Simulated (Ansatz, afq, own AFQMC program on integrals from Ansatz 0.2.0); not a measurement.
## Where AFQMC and coupled cluster stand for CH2Al, doublet

```xyz
4

Al    0.0000   -0.3403    0.5013
C     0.0000    0.6334   -1.0554
H     0.0000    1.0317    1.2942
H     0.0000    0.5297   -2.1380
```

Connectivity, by distances: AlH–CH.

Basis cc-pVDZ. Only valence electrons are correlated. Ansatz 0.2.0 and our own AFQMC program on the same integrals; the CISD trial comes from CCSD amplitudes, and released means the phaseless constraint is let go. Error bars are statistical, one sigma.

Determinant: ROHF, the one that the program's search chose, which needn't be the lowest solution. The geometry is a point of a scan.

No full CI on the walks' own integrals is used here; CCSDT(Q) serves as the reference and is uncertain by about the last step of the cluster series.

Cautions: higher spins were not checked; a spin-contaminated unrestricted determinant lies lower (UHF 1.37 eV lower, ⟨S²⟩ 1.62); strong correlation (T1 0.063, weight of the determinant 0.78, largest double 0.25).

```
T1 diagnostic                               : 0.0634
weight of the determinant in the CISD state : 0.781
size of the correlated space                : 9 electrons in 36 orbitals
```

Reference: CCSDT(Q), correlation energy -6.436 eV. The released energy is read at 2.40 1/Eh (meV from the phaseless value at times in 1/Eh: -12 ± 18 at 0.24, 2 ± 17 at 0.51, 15 ± 16 at 0.99, -31 ± 27 at 1.62, -21 ± 23 at 2.40).

| level | E − E(reference) (mEh) | share of correlation (%) |
| --- | --- | --- |
| HF | 236.52 | 0.00 |
| MP2 | 53.78 | 77.26 |
| CCSD | 14.30 | 93.95 |
| CCSD(T) | 2.81 | 98.81 |
| CCSDT | 1.12 | 99.53 |
| ph-AFQMC/CISD | 1.37 ± 0.71 | 99.42 |
| released AFQMC | 0.58 ± 0.84 | 99.76 |

A walk keeps the symmetry of its determinant, which the program's search chose and which needn't be the lowest solution, so a lower state of the same spin and another symmetry isn't excluded. Released energies are given only where the last usable release times agree within the noise; a slower fall can still hide under it.
